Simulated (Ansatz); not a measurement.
CH₄ClS (charge -1), closed shell: a pair in one relaxed arrangement.

Input (in.yaml):

```yaml
crystal:
  periodic: [false, false, false]
  atoms:
    - {symbol: Cl, position_ang: [-0.560704, 0.522319, -2.686035]}
    - {symbol: C, position_ang: [0.357719, -0.427409, 0.691542]}
    - {symbol: S, position_ang: [-0.709059, 1.035813, 0.678025]}
    - {symbol: H, position_ang: [-0.109172, -1.246655, 1.242094]}
    - {symbol: H, position_ang: [1.326444, -0.201180, 1.141716]}
    - {symbol: H, position_ang: [0.500824, -0.723767, -0.349943]}
    - {symbol: H, position_ang: [-0.806051, 1.040979, -0.717499]}
basis:
  gaussian: {orbitals: def2-SVP}
total_charge: -1
hamiltonian: {xc: pbe0, dispersion: d4}
```

Command:

```bash
ansatz run in.yaml --threads 2 --pin off --events-out ev --progress --plain --max-ram 5222MiB
```

The run's output (Ansatz 0.2.0):

```
Functional definition: PBE0
  name "PBE0"
  cite "Adamo & Barone, J. Chem. Phys. 110, 6158 (1999) doi:10.1063/1.478522"
  cite "Perdew, Burke & Ernzerhof, Phys. Rev. Lett. 77, 3865 (1996) doi:10.1103/PhysRevLett.77.3865"
  parent pbe
  parameter a = 0.25
  parameter kappa = 0.804
  parameter beta = 0.06672455060314922
  exchange = (1 - a)*pbe_x(kappa = kappa, mu = beta*pi^2/3) + a*exact_x
  correlation = pbe_c(beta = beta)
675 factors; integrals over basis functions are off by at most 1.2e-3 eV
mean field evaluation 1: about -24443.4954 eV, gradient 1.9e1 eV
mean field evaluation 2: about -24443.4445 eV, gradient 2.0e1 eV
mean field evaluation 4: about -24444.4572 eV, gradient 5.7e-1 eV
mean field evaluation 8: about -24444.5601 eV, gradient 7.2e-2 eV
mean field evaluation 16: about -24444.5601 eV, gradient 2.7e-5 eV
mean field -24444.56010074 eV, -898.3210145843 hartree, gradient 2.7e-5 eV, S^2 0.000000; 0 other end points of the search recorded, 0 dependent functions left out
reference -24444.56011873 eV, -898.3210152453 hartree; 22, 22 occupied and 48, 48 virtual orbitals, 675 factors
Total energy: -24444.67271034 eV, -898.3251529108 hartree
```

The lines “mean field evaluation” count trial sets of orbitals through the whole run, from several starts and some on an approximate energy, so they need not fall steadily or lie above the final value.

Hardware: 2 CPU threads of an Intel Xeon Platinum 8488C, shared host. Wall time about 0.75 s.
